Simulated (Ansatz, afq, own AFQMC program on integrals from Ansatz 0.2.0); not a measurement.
Two steps: Ansatz 0.2.0 writes the Fock matrix and Cholesky factors of the valence space, and afq projects on them the lowest state that overlaps trial and start.

```yaml
crystal:
  periodic: [false, false, false]
  atoms:
    - {symbol: Si, position_ang: [-0.054110, 0.154514, 3.065708]}
    - {symbol: Ge, position_ang: [0.022599, -0.040275, -1.171123]}
    - {symbol: H, position_ang: [0.209133, -1.345601, 3.131694]}
    - {symbol: H, position_ang: [-0.316917, -1.258277, -2.063165]}
    - {symbol: H, position_ang: [-0.013160, 1.201021, -2.091931]}
basis:
  gaussian: {orbitals: cc-pVDZ}
magnetization: {spin_polarized: false, initial_magnetization: 1}
correlation: {method: ccsd_t, electrons: outside_noble_gas, hamiltonian_folder: ham}
```

```sh
$ ansatz run in.yaml --threads 1 --pin off --events-out ev --progress --plain --max-ram 1382MiB
```

afq runs on the folder ham with

```
--method phaseless --trial cisd --walkers 60 --populations 1 --least-time 40 --time-step 0.005 --steps-per-block 50 --equilibration-blocks 40 --max-blocks 300 --target-error 0.0008 --factor-cut 1e-05 --start spin_pure --seed 933 --release-times 0.24,0.51,0.99,1.62,2.4 --release-step 0.03 --release-every 4 --taylor-order 6
```

Times are imaginary, in 1/Eh. The walk had a cap of 1706 s. Filled inner d shells are frozen with the cores.

Log:

```
orbitals 41  electrons 6 5  factors 302 of 642
reference energy -2365.86756589 Eh
CCSD correlation -0.20239261 Eh in 21 cycles, weight of the determinant in the CISD state 0.8525
energy of the start -2366.069958 Eh
 block  time / (1/Eh)  mean weight  energy / Eh
     1     0.250  0.9992  -2366.065925
     2     0.500  0.9998  -2366.066585
     3     0.750  1.0008  -2366.067424
     4     1.000  1.0013  -2366.070309
     5     1.250  1.0005  -2366.069581
     8     2.000  0.9994  -2366.070084
    11     2.750  0.9996  -2366.070982
    26     6.500  0.9992  -2366.071947
    41    10.250  0.9995  -2366.080769
    56    14.000  1.0009  -2366.077684
    71    17.750  0.9988  -2366.084293
    86    21.500  1.0007  -2366.074095
   101    25.250  0.9993  -2366.076474
   116    29.000  0.9989  -2366.071287
   131    32.750  1.0008  -2366.068531
   146    36.500  1.0001  -2366.074687
   161    40.250  0.9981  -2366.074749
   176    44.000  0.9977  -2366.071211
   191    47.750  0.9994  -2366.088538
   196    49.000  1.0014  -2366.078331
blocks merged  error / Eh  count
     1  0.000295  160
     2  0.000377  80
     4  0.000482  40
     8  0.000633  20
    16  0.000811  10
released: time / (1/Eh)  energy / Eh  error  mean overlap
  0.24  -2366.073777  0.000566  1.0109
  0.51  -2366.073857  0.000466  1.0078
  0.99  -2366.074416  0.000510  0.9882
  1.62  -2366.074215  0.000568  0.9950
  2.40  -2366.073883  0.000852  1.0008
energy -2366.074665 +/- 0.000633 Eh
(rows thinned)
```

The run failed at least one of its tests; the cautions name the faults.

Against this walk (error 17.2 meV) on the same determinant: CCSD(T) 21.3 meV higher (within the noise). The error is statistical and leaves out the bias of the constraint. None of these is a sure reference here. Released to 2.40 1/Eh the energy moves by 21 ± 29 meV (both errors), within twice the noise.

Cautions: constraint bias not in the error; error not settled; no relativity below Rb; no spin-orbit coupling; inner d shell frozen; higher spins were not checked; a spin-contaminated unrestricted determinant lies lower (UHF 193 meV lower, ⟨S²⟩ 1.15).

The walk took 4.6 min on 1 thread of Arm Neoverse V2, on a shared host. The log's last line is the phaseless energy.
